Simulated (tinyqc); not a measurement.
Inside a calculation. Method: CIS on RHF in the sto-3g basis, for LiH, spin multiplicity 1. One step of it, computed by the program tinyqc.

Problem. CIS matrix, singlets. A(ia,jb) = (e_a - e_i) d_ij d_ab + 2 (ia|jb) - (ij|ab).

orbital energies (hartree): MO1 -2.358148, MO2 -0.257921, MO3 0.074564, MO4 0.162827, MO5 0.162827, MO6 0.457540

Two-electron integrals over orbitals (pq|rs), unique and non-zero (hartree):
```
(11|11) 1.659070    (21|11) -0.101707   (21|21) 0.010909    (22|11) 0.333806
(22|21) 0.003898    (22|22) 0.466165    (31|11) -0.140664   (31|21) 0.010655
(31|22) -0.012881   (31|31) 0.021945    (32|11) 0.020969    (32|21) -0.002760
(32|22) -0.054418   (32|31) -0.000029   (32|32) 0.017083    (33|11) 0.393630
(33|21) -0.009576   (33|22) 0.216315    (33|31) 0.001303    (33|32) 0.011591
(33|33) 0.333390    (41|41) 0.009813    (42|41) 0.007307    (42|42) 0.021940
(43|41) 0.010324    (43|42) 0.019737    (43|43) 0.041313    (44|11) 0.396336
(44|21) -0.003823   (44|22) 0.255300    (44|31) -0.005041   (44|32) 0.009788
(44|33) 0.280920    (44|44) 0.312946    (51|51) 0.009813    (52|51) 0.007307
(52|52) 0.021940    (53|51) 0.010324    (53|52) 0.019737    (53|53) 0.041313
(54|54) 0.016869    (55|11) 0.396336    (55|21) -0.003823   (55|22) 0.255300
(55|31) -0.005041   (55|32) 0.009788    (55|33) 0.280920    (55|44) 0.279207
(55|55) 0.312946    (61|11) 0.067165    (61|21) -0.009464   (61|22) -0.007634
(61|31) -0.004137   (61|32) 0.002468    (61|33) 0.011642    (61|44) 0.001347
(61|55) 0.001347    (61|61) 0.010612    (62|11) -0.068159   (62|21) 0.002464
(62|22) 0.114009    (62|31) 0.003117    (62|32) -0.039392   (62|33) -0.017775
(62|44) -0.029668   (62|55) -0.029668   (62|61) 0.000357    (62|62) 0.127883
(63|11) 0.020146    (63|21) -0.002590   (63|22) -0.054188   (63|31) 0.004119
(63|32) 0.013354    (63|33) 0.036173    (63|44) 0.005313    (63|55) 0.005313
(63|61) 0.004366    (63|62) -0.035650   (63|63) 0.028257    (64|41) -0.006091
(64|42) -0.019114   (64|43) -0.012857   (64|64) 0.019703    (65|51) -0.006091
(65|52) -0.019114   (65|53) -0.012857   (65|65) 0.019703    (66|11) 0.357764
(66|21) 0.001462    (66|22) 0.437957    (66|31) -0.011126   (66|32) -0.046916
(66|33) 0.239386    (66|44) 0.262897    (66|55) 0.262897    (66|61) -0.004646
(66|62) 0.113465    (66|63) -0.045515   (66|66) 0.436654
```

Give: CIS matrix A, singlet.

Solution.

CIS matrix A, singlet (hartree), lower triangle:
```
         1>3     1>4     1>5      1>6      2>3     2>4     2>5     2>6
1>3   2.0830
1>4   0.0000  2.1443
1>5   0.0000  0.0000  2.1443
1>6  -0.0284  0.0000  0.0000   2.4791
2>3   0.0095  0.0000  0.0000   0.0075   0.1503
2>4   0.0000  0.0184  0.0000   0.0000   0.0000  0.2093
2>5   0.0000  0.0000  0.0184   0.0000   0.0000  0.0000  0.2093
2>6   0.0088  0.0000  0.0000  -0.0007  -0.0246  0.0000  0.0000  0.5333
```
